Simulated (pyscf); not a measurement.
# Routes from Cl–SiH(Cl)–Cl + H₂

Candidate steps break at most two bonds and form at most two. Each was searched with GFN2-xTB (tblite) first. Optimised with ωB97X-D3(BJ)/def2-SVP in PySCF. Energies: ωB97M-D3(BJ)/def2-TZVP, kcal/mol, from the separated reactants, singlet surface; ΔG‡ with ideal gas, 1 atm, RRHO with modes under 100 cm⁻¹ raised to 100, one conformer, R ln 2 for chiral ones without a mode under 150 cm⁻¹.

```csv
products,type,ΔE‡,ΔE,ΔG‡ 298 K,ΔG‡ 900 K,ν‡ (cm⁻¹)
Cl–SiH₂–Cl + HCl,four-centre exchange,60.3,+18.5,68.4,84.7,1144i
Cl–SiH(Cl)–Cl + H₂,four-centre exchange,66.4,0.0,75.4,92.6,1613i
```

Plain bond fissions and candidates not yet searched are not listed, and one of them may be faster. Each barrier is that of the saddle found; lower ones may exist.
